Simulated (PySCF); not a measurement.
**How far are cheaper levels from CCSD(T)/CBS for BS?**

PySCF; the state is a doublet (σ ↑). The composite is CCSD(T) extrapolated to the basis-set limit from two correlation-consistent sets, with core-valence (CV) and scalar-relativistic (SR) terms as its label shows; it has no spin–orbit coupling and nothing beyond (T). Here it is CCSD(T)/CBS(TQ)+CV+SR. It gives Re = 1.609 Å, ωe = 1187 cm⁻¹ and De = 5.84 eV to B + S.

| level | basis | relativity | Re (Å) | ωe (cm⁻¹) | De (eV) |
| --- | --- | --- | --- | --- | --- |
| ROHF | def2-SVPD | no relativity | 1.603 | 1274 | 4.28 |
| ROHF-SCS-MP2 | STO-3G | no relativity | 1.576 | 1423 | 6.72 |
| ROHF-SCS-MP2 | def2-SVPD | no relativity | 1.623 | 1213 | 5.55 |
| ROHF-CCSD | pcseg-1 | no relativity | 1.619 | 1212 | 5.06 |
| ROHF-CCSD(T) | x2c-TZVPPall | spin-free X2C | 1.620 | 1172 | 5.57 |
| r²SCAN | pcseg-1 | no relativity | 1.620 | 1195 | 6.07 |
| r²SCAN | def2-SVPD | no relativity | 1.620 | 1201 | 6.25 |
| PBE0 | x2c-TZVPPall | spin-free X2C | 1.607 | 1205 | 5.98 |
| M06-2X | def2-SVP | no relativity | 1.608 | 1245 | 6.09 |
| LC-ωPBE | def2-SVP | no relativity | 1.599 | 1276 | 5.81 |

Give the difference of each row from the composite.



```tsv
level	basis	ΔRe (pm)	Δωe (%)	ΔDe (eV)
ROHF	def2-SVPD	-0.6	+7.3	-1.56
ROHF-SCS-MP2	STO-3G	-3.3	+19.9	+0.88
ROHF-SCS-MP2	def2-SVPD	+1.4	+2.2	-0.29
ROHF-CCSD	pcseg-1	+1.0	+2.1	-0.78
ROHF-CCSD(T)	x2c-TZVPPall	+1.1	-1.3	-0.27
r²SCAN	pcseg-1	+1.1	+0.7	+0.23
r²SCAN	def2-SVPD	+1.1	+1.2	+0.41
PBE0	x2c-TZVPPall	-0.2	+1.5	+0.14
M06-2X	def2-SVP	-0.1	+4.9	+0.25
LC-ωPBE	def2-SVP	-1.0	+7.5	-0.03
```

Which rows come closest in De?

LC-ωPBE in def2-SVP (-0.03 eV), counted from the composite.

Correlated steps freeze 6 core orbitals. Correlated levels converge slowly with the basis: in double zeta they bind strong bonds too weakly, by up to about 1 eV, and carry superposition errors of some tenths. STO-3G is very small, so such numbers show the basis as much as the molecule. The state is the lowest determinant that a PBE0 search found; another state may lie lower at other levels.
